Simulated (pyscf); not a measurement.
Single points on ωB97X-D3(BJ)/def2-SVP structures (PySCF, gas phase). MP2 and CC: frozen core, UHF for open shells. ΔMP2 is the change of the MP2 total energy from the triple- to the quadruple-zeta basis.

Task: `[ClH]` + `[GaH2]` [doublet] -> `[Cl][GaH2]` + `[H]` [doublet]
Surface: doublet. Broken: Cl–H. Formed: Cl–Ga. Give ΔE‡ and ΔE from CCSD(T)/def2-TZVPP + ΔMP2(QZVPP), relative to the separated reactants.

Result: ΔE‡ = 12.4 kcal/mol, ΔE = -4.2 kcal/mol. Zero-point energy shifts the barrier by -1.0 kcal/mol. It is an atom transfer, with an imaginary mode of 1564i cm⁻¹. On the reactant side the descent ends in a complex, 6.4 kcal/mol under the separated species and 17.4 kcal/mol under the saddle at ωB97X-D3(BJ)/def2-TZVP. One saddle was located; it need not be the lowest between these sides. The angle at the transferred Cl is 139°. The CCSD(T) − MP2 part came from Ansatz, without density fitting, on the same reference. The frozen core leaves the outer d or s,p core shells of the metals and heavy elements correlated in the MP2 and CC values, and def2-TZVPP describes them poorly, which can shift differences by a few kcal/mol. Elements up to Kr have no core potential and no relativistic terms here.
